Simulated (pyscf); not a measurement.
A first-order saddle from PySCF, ωB97X-D3(BJ)/def2-SVP:

```
O
H 1 1.2318
H 2 1.0880 1 64.04
H 3 1.1012 2 60.71 1 179.41
P 1 1.6946 2 118.19 3 -107.34
H 5 1.4266 1 97.51 2 134.86
H 5 1.4368 6 92.48 1 99.12
```

Surface: singlet, charge 0. Lowest wavenumbers (cm⁻¹): 2803i, 151, 254, 666, 812.

Task: What reaction is this the transition state of?

Result: `[OH][PH2]` + `[H][H]` ⇌ `[OH][PH2]` + `[H][H]`, a four-centre exchange read from left to right: H–O, H–H broken and H–O, H–H formed. At ωB97M-D3(BJ)/def2-TZVP it lies +67.6 kcal/mol from the left side and +67.6 kcal/mol from the right (each side as separated species at their lowest minima found). The same reactants have a lower exit, to PH₃ + H₂O (barrier +59.1 kcal/mol at ωB97M-D3(BJ)/def2-TZVP, against +67.6 kcal/mol here). This is the saddle that the search found; another between the same sides may lie lower.
